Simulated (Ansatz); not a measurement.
Coupled-cluster run, C$_{3}$H$_{4}$FN, SMILES `FC1C=NC1`.

```yaml
crystal:
  periodic: [false, false, false]
  atoms:
    - {symbol: F, position_ang: [-1.528387, -0.184962, 1.115567]}
    - {symbol: C, position_ang: [-0.416927, 0.339754, 0.509268]}
    - {symbol: C, position_ang: [0.887512, -0.379999, 0.671887]}
    - {symbol: N, position_ang: [1.146097, -0.572273, -0.566564]}
    - {symbol: C, position_ang: [-0.176602, -0.020345, -0.969994]}
    - {symbol: H, position_ang: [-0.378383, 1.410212, 0.733167]}
    - {symbol: H, position_ang: [1.519071, -0.636007, 1.520464]}
    - {symbol: H, position_ang: [-0.118110, 0.796182, -1.692968]}
    - {symbol: H, position_ang: [-0.845771, -0.798761, -1.337927]}
basis:
  gaussian: {orbitals: def2-TZVPP}
correlation: {method: ccsd_t}
output: {orbitals: {seedname: orbitals}}
```

```sh
$ ansatz run in.yaml --threads 2 --pin off --events-out ev --progress --plain --max-ram 4352MiB
```

Log, shortened:

```
Functional definition: HF
1297 factors; integrals over basis functions are off by at most 9.6e-4 eV
mean field evaluation 1: about -7340.1295 eV, gradient 3.4e1 eV
mean field evaluation 2: about -7340.4078 eV, gradient 3.4e1 eV
mean field evaluation 4: about -7343.1716 eV, gradient 4.9e0 eV
mean field evaluation 8: about -7343.2454 eV, gradient 3.6e-1 eV
mean field evaluation 16: about -7343.2466 eV, gradient 2.3e-6 eV
mean field -7343.24659703 eV, -269.8593350096 hartree, gradient 2.3e-6 eV, S^2 0.000000; 0 other end points of the search recorded, 0 dependent functions left out; unrestricted orbitals would lower it
5 core orbitals not correlated: weight in the atoms' cores, before any rotation towards them, 1.000 or more for the frozen orbitals, at most 0.000 for the correlated occupied ones
reference -7343.24659703 eV, -269.8593350096 hartree; 14, 14 occupied and 192, 192 virtual orbitals, 1297 factors
second order -25.20962489 eV of doubles, -0.00000000 eV of singles
cycle   1  -25.11482193 eV  change    9.5e-2 eV  update   1.0e-1
cycle   2  -25.72605762 eV  change   -6.1e-1 eV  update   3.2e-2
cycle   3  -25.86253122 eV  change   -1.4e-1 eV  update   1.5e-2
cycle   4  -25.85229823 eV  change    1.0e-2 eV  update   3.8e-3
cycle   5  -25.85281438 eV  change   -5.2e-4 eV  update   1.6e-3
cycle   6  -25.85416076 eV  change   -1.3e-3 eV  update   4.6e-4
cycle   7  -25.85401713 eV  change    1.4e-4 eV  update   1.8e-4
cycle   8  -25.85390657 eV  change    1.1e-4 eV  update   7.5e-5
cycle   9  -25.85391662 eV  change   -1.0e-5 eV  update   3.6e-5
cycle  10  -25.85391601 eV  change    6.1e-7 eV  update   1.6e-5
perturbative correction -1.10044926 eV, -0.0404407645 hartree
Total energy: -7370.20096230 eV, -270.8498896630 hartree
```

It took 110 s on 2 threads of an Arm Neoverse V2 on a shared host, with 3.2 GiB of host memory at the peak.

MP2 recovers 93.5 % of the CCSD(T) correlation energy and the triples give 4.1 %; T1 = 0.0115.
